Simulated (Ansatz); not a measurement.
in.yaml

```yaml
crystal:
  periodic: [false, false, false]
  atoms:
    - {symbol: Cl, position_ang: [-1.644413, 0.000000, -0.000001]}
    - {symbol: H, position_ang: [-0.256413, 0.000000, 0.000000]}
    - {symbol: Si, position_ang: [1.838587, 0.000000, 0.000001]}
    - {symbol: H, position_ang: [2.288560, -1.416254, 0.000001]}
    - {symbol: H, position_ang: [2.288561, 0.708126, -1.226510]}
    - {symbol: H, position_ang: [2.288560, 0.708126, 1.226512]}
basis:
  gaussian: {orbitals: cc-pVDZ}
magnetization: {spin_polarized: false, initial_magnetization: 1}
correlation: {method: sc_nevpt2, electrons: outside_noble_gas, active_space: {window: {electrons: 15, orbitals: 12}, shells: [{species: Cl, l: s, shell: 3}, {species: Cl, l: p, shell: 3}, {species: H, l: s, shell: 1}, {species: Si, l: s, shell: 3}, {species: Si, l: p, shell: 3}]}}
```

```sh
$ ansatz run in.yaml --threads 2 --pin off --events-out ev --progress --plain --max-ram 16896MiB --backend cuda --devices 0, --max-vram 18GiB
```

Log:

```
1056 factors; integrals over basis functions are off by at most 2.1e-7 eV
mean field evaluation 1: about -20426.4401 eV, gradient 1.4e1 eV
mean field evaluation 2: about -20426.4416 eV, gradient 1.4e1 eV
mean field evaluation 4: about -20427.5402 eV, gradient 1.6e0 eV
mean field evaluation 8: about -20427.5622 eV, gradient 7.1e-4 eV
mean field -20427.56221512 eV, -750.6990651065 hartree, gradient 1.9e-6 eV, S^2 0.750000; 0 other end points of the search recorded, 0 dependent functions left out
reference -20427.56221512 eV, -750.6990651065 hartree; 18, 17 occupied and 38, 39 virtual orbitals, 1056 factors
state -20429.29024632 eV, -750.7625690821 hartree
state -20429.29024632 eV, -750.7625690821 hartree; corrected -20434.11832536 eV, -750.9399977143 hartree
Total energy: -20434.11832536 eV, -750.9399977143 hartree
Checks for a lower state left out: starts, orbital_swaps
```

Natural occupations: 1.9995 1.9995 1.9992 1.9852 1.9749 1.9749 1.9718 1.0033 0.0302 0.0243 0.0186 0.0186.

For the same geometry and basis UCCSDT(Q) lies 1589.7 meV lower.

Ran on 2 threads of AMD EPYC 7R13 with a shared H100 80 GB, shared host: 5.5 s wall, 0.81 GiB peak host memory.
